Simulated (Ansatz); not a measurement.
# CH3OSi+ (SMILES C[Si+]=O): one structure at several levels

The atoms stand at a structure displaced at random from a GFN2-xTB minimum. How far do the functionals agree with CCSD(T) there?

Method: single points in def2-TZVPP; program: Ansatz 0.2.0, Gaussian basis.

Correlated methods freeze the cores. B3LYP uses VWN-RPA correlation.

## (1) Starting geometry

6 atoms, charge 1, spin multiplicity 1.

Atoms are counted from 1 here; the program's logs count them from 0.

Bond lengths: C1–Si2 1.828 Å, C1–H4 1.144 Å, C1–H5 1.108 Å, C1–H6 1.106 Å, Si2–O3 1.488 Å. Angles: Si2–C1–H4 111.3°, Si2–C1–H5 112.1°, Si2–C1–H6 111.5°, H4–C1–H5 107.0°, H4–C1–H6 106.1°, H5–C1–H6 108.5°, C1–Si2–O3 178.8°.

Coordinates:

```xyz
6

C    -0.3730    0.4581   -0.2786
Si    0.6764   -0.8287    0.4850
O     1.5089   -1.8807    1.1284
H     0.1661    1.4660   -0.3173
H    -1.3155    0.6157    0.2830
H    -0.6268    0.2057   -1.3255
```

## (2) CCSD(T)/def2-TZVPP

Input file run/in.yaml:

```yaml
crystal:
  periodic: [false, false, false]
  atoms:
    - {symbol: C, position_ang: [-0.373000, 0.458100, -0.278600]}
    - {symbol: Si, position_ang: [0.676400, -0.828700, 0.485000]}
    - {symbol: O, position_ang: [1.508900, -1.880700, 1.128400]}
    - {symbol: H, position_ang: [0.166100, 1.466000, -0.317300]}
    - {symbol: H, position_ang: [-1.315500, 0.615700, 0.283000]}
    - {symbol: H, position_ang: [-0.626800, 0.205700, -1.325500]}
basis:
  gaussian: {orbitals: def2-TZVPP}
total_charge: 1
correlation: {method: ccsd_t}
output: {forces: true}
```

No record of the launch command was kept for these runs.

## (3) PBE0-D4/def2-TZVPP

Changes to run/in.yaml since step 2:

```diff
@@ -12,3 +12,3 @@
 total_charge: 1
-correlation: {method: ccsd_t}
-output: {forces: true}
+hamiltonian: {xc: pbe0, dispersion: d4}
+output: {forces: true, orbitals: {seedname: orbitals}}
```

## (4) wB97M-V/def2-TZVPP

Changes to run/in.yaml since step 3:

```diff
@@ -12,3 +12,3 @@
 total_charge: 1
-hamiltonian: {xc: pbe0, dispersion: d4}
-output: {forces: true, orbitals: {seedname: orbitals}}
+hamiltonian: {xc: {name: wB97M-V}}
+output: {forces: true}
```

## (5) r2SCAN-D4/def2-TZVPP

Changes to run/in.yaml since step 4:

```diff
@@ -12,3 +12,3 @@
 total_charge: 1
-hamiltonian: {xc: {name: wB97M-V}}
+hamiltonian: {xc: r2scan, dispersion: d4}
 output: {forces: true}
```

## (6) PBE-D4/def2-TZVPP

Changes to run/in.yaml since step 5:

```diff
@@ -12,3 +12,3 @@
 total_charge: 1
-hamiltonian: {xc: r2scan, dispersion: d4}
+hamiltonian: {xc: pbe, dispersion: d4}
 output: {forces: true}
```

## (7) B3LYP-D4/def2-TZVPP

Changes to run/in.yaml since step 6:

```diff
@@ -12,3 +12,3 @@
 total_charge: 1
-hamiltonian: {xc: pbe, dispersion: d4}
+hamiltonian: {xc: {name: B3LYP}, dispersion: d4}
 output: {forces: true}
```

## (8) SPW92/def2-TZVPP

Changes to run/in.yaml since step 7:

```diff
@@ -12,3 +12,3 @@
 total_charge: 1
-hamiltonian: {xc: {name: B3LYP}, dispersion: d4}
+hamiltonian: {xc: lda}
 output: {forces: true}
```

(Steps that only read results are left out.)

What does the calculation give? Wanted: energy less free atoms, CCSD(T)/def2-TZVPP; RMS force component; RMS force error; HOMO and LUMO, PBE0-D4; T1 diagnostic.

**Answer**, as computed:

```
                                  quantity                                                                                          value
energy less free atoms, CCSD(T)/def2-TZVPP                                                                                -320.5 kcal/mol
                       RMS force component                                                           0.505 to 0.678 eV/Å over the methods
                           RMS force error  PBE0-D4 0.287, wB97M-V 0.315, r2SCAN-D4 0.147, PBE-D4 0.201, B3LYP-D4 0.217, SPW92 0.303 eV/Å
                    HOMO and LUMO, PBE0-D4                                                                            -16.16 and -8.88 eV
                             T1 diagnostic                                                                                          0.024
```

In words: Against CCSD(T) the functionals' energies less atoms differ by -94.9 to -9.9 kcal/mol, PBE-D4 by -29.2 kcal/mol. The reference is not at the basis limit: in triple zeta CCSD(T) underbinds, which counts against methods that bind more; the gaps are no ranking. The forces of r2SCAN-D4 come nearest to CCSD(T), those of wB97M-V are farthest. Frozen-core CCSD(T) forces in triple zeta carry basis errors of their own, and this is one geometry, so small gaps rank nothing.
